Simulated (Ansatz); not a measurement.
# B2H4O: the cost of one run

Program: the Python package of Ansatz 0.2.0. The levels of theory stand in the script. These are calculated values, not measurements.

### Step 1. Starting point

Bond lengths: B1–B2 1.611 Å, B2–O3 1.440 Å, B1–H4 1.133 Å, B1–H5 1.242 Å, B2–H6 1.198 Å, O3–H7 1.026 Å. Angles: B1–B2–O3 117.6°, B1–B2–H6 121.2°, O3–B2–H6 121.2°, B2–B1–H4 122.6°, B2–B1–H5 119.6°, H4–B1–H5 117.8°, B2–O3–H7 105.6°.

No structure file is read: the coordinates are typed or built in the script.

### Step 2. The code

The input, basis_b2h4o.py:

```python
# -*- coding: utf-8 -*-
"""How the energy of B2H4O converges with the basis."""

import ansatz as az
from ase import Atoms

atoms = Atoms(["B", "B", "O", "H", "H", "H", "H"], positions=[
    [-0.8874, 0.161, -0.5943],
    [0.2967, 0.2188, 0.4965],
    [0.9439, -1.0196, 0.8448],
    [-1.1924, -0.7995, -1.113],
    [-1.4837, 1.2045, -0.9085],
    [0.6243, 1.2545, 1.0023],
    [1.7598, -1.0878, 0.2266],
])
molecule = az.Crystal.molecule_from_ase(atoms)

model = molecule.calculation().functional("b3lyp")

energies = {}
for basis in ["STO-3G", "6-31G", "6-31G*", "def2-SVP", "def2-SVPD", "def2-TZVP", "def2-TZVPP"]:
    report = model.basis(gaussian=basis).run().report
    size = report["n_frozen"] + report["n_occupied"][0] + report["n_virtual"][0]
    energies[basis] = (report["reference_energy_ev"] / 27.211386246, report["free_energy_ev"] / 27.211386246)
    print(f"{basis:14s} {size:4d} orbitals  reference {energies[basis][0]:14.6f} Ha  total {energies[basis][1]:14.6f} Ha")

last = energies["def2-TZVPP"][1]
for basis, (_, total) in energies.items():
    print(f"{basis:14s} lies {27.211386 * (total - last):9.4f} eV above def2-TZVPP")
```

### Step 3. Launch

On the command line:

```
$ python basis_b2h4o.py
```

Q: Estimate wall time and peak memory on 1 thread of Arm Neoverse V2, shared host.

About 7.7 s, with a peak of 0.27 GiB.
